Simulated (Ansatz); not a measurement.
**NH₃+ (doublet): B3LYP, BHLYP over a scan of the distance N1–H2, 6-31G**

How well do these functionals follow the top wave-function level for NH₃+ (doublet) over a scan of the distance N1–H2?

Program: Ansatz 0.2.0, Gaussian basis. Level of theory: 6-31G, all electrons in the functionals. These are calculated values, not measurements.

To be run: B3LYP, BHLYP, at 0.818 Å; 0.912 Å; 1.024 Å; 1.120 Å; 1.221 Å; 1.396 Å; 1.615 Å; 1.898 Å; 2.227 Å; 2.744 Å; 3.526 Å.

14 further runs of the same task are left out: 8 that didn't finish, 6 set aside as unsound or not needed.

## Step 1: The system

The geometry derives from a PBE0/def2-TZVP stationary point (not a proven minimum). One bond is set to the value named and the two fragments are kept rigid.

4 atoms, charge 1, spin multiplicity 2.

Atoms are counted from 1 here; the program's logs count them from 0.

Bond lengths: N1–H2 1.024 Å, N1–H3 1.024 Å, N1–H4 1.024 Å. Angles: H2–N1–H3 120.0°, H2–N1–H4 120.0°, H3–N1–H4 120.0°.

As a file:

```xyz
4

N     0.0000    0.0000    0.0000
H     1.0240    0.0138   -0.0001
H    -0.5239    0.8799   -0.0028
H    -0.5001   -0.8937    0.0028
```

No dispersion term is added. B3LYP takes the VWN-RPA correlation.

The geometry shown and the zero of energy belong to the point 1.024 Å. The yardstick, FCI, and other wave-function levels (R restricted, U unrestricted, valence and pair active spaces) come from earlier runs.

## Step 2: B3LYP, 0.818 Å

Input file in.yaml:

```yaml
crystal:
  periodic: [false, false, false]
  atoms:
    - {symbol: N, position_ang: [0.012198, 0.000164, -0.000001]}
    - {symbol: H, position_ang: [0.830124, 0.011151, -0.000057]}
    - {symbol: H, position_ang: [-0.511726, 0.880109, -0.002763]}
    - {symbol: H, position_ang: [-0.487900, -0.893538, 0.002831]}
basis:
  gaussian: {orbitals: 6-31G}
total_charge: 1
magnetization: {spin_polarized: true, initial_magnetization: 1}
hamiltonian: {xc: {name: B3LYP}}
```

The run is started by

```bash
> ansatz run in.yaml --threads 1 --pin off --events-out ev --progress --plain --max-ram 2393MiB
```

The runs that follow: B3LYP, 0.912 Å; B3LYP, 1.024 Å; B3LYP, 1.120 Å; B3LYP, 1.221 Å; B3LYP, 1.396 Å; B3LYP, 1.615 Å; B3LYP, 1.898 Å; B3LYP, 2.227 Å; B3LYP, 2.744 Å; B3LYP, 3.526 Å; BHLYP, 0.818 Å; BHLYP, 0.912 Å; BHLYP, 1.024 Å; BHLYP, 1.120 Å; BHLYP, 1.221 Å; BHLYP, 1.396 Å; BHLYP, 1.615 Å; BHLYP, 1.898 Å; BHLYP, 2.227 Å; BHLYP, 2.744 Å; BHLYP, 3.526 Å.

Q: Predict the results of all the runs planned. Wanted: span of the FCI curve; largest miss, B3LYP; largest miss, BHLYP.

As calculated:

```
             quantity                    value
span of the FCI curve           130.0 kcal/mol
  largest miss, B3LYP  +2.6 kcal/mol (1.898 Å)
  largest miss, BHLYP  +8.2 kcal/mol (1.898 Å)
```

What this shows: Of the functionals, B3LYP keep the smallest largest miss at the points compared (at most 2.6 kcal/mol) and BHLYP strays most (8.2 kcal/mol, at 1.898 Å). B3LYP, BHLYP clearly break the spin symmetry at some points (⟨S²⟩ up to 0.80 above the pure value), so energy there is bought with a mixed spin. Functionals and the yardstick converge differently with the basis, so part of each miss in 6-31G is the basis.
